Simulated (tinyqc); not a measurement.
Worked calculation: MP2 on RHF in the sto-3g basis, for H2F+, spin multiplicity 1. One step of it, computed by the program tinyqc.

Question. Orthogonalisation. S = U s U^T; symmetric (Loewdin) form X = U s^(-1/2) U^T, so that X^T S X = 1.

overlap S, lower triangle:
```
           1F 1s     1F 2s    1F 2px     1F 2py    1F 2pz     2H 1s     3H 1s
1F 1s   1.000000
1F 2s   0.237990  1.000000
1F 2px  0.000000  0.000000  1.000000
1F 2py  0.000000  0.000000  0.000000   1.000000
1F 2pz  0.000000  0.000000  0.000000   0.000000  1.000000
2H 1s   0.037432  0.374583  0.000000   0.233991  0.199204  1.000000
3H 1s   0.037432  0.374583  0.000000  -0.233991  0.199204  0.230717  1.000000
```

Give: eigenvalues of S; X.

Answer.

eigenvalues of S: 0.470  0.534  0.891  1.000  1.102  1.235  1.768

X, lower triangle:
```
         1F 1s   1F 2s  1F 2px  1F 2py  1F 2pz   2H 1s  3H 1s
1F 1s    1.024
1F 2s   -0.136   1.141
1F 2px   0.000   0.000   1.000
1F 2py   0.000   0.000   0.000   1.057
1F 2pz  -0.006   0.062   0.000   0.000   1.032
2H 1s    0.017  -0.203   0.000  -0.156  -0.106   1.118
3H 1s    0.017  -0.203   0.000   0.156  -0.106  -0.093  1.118
```
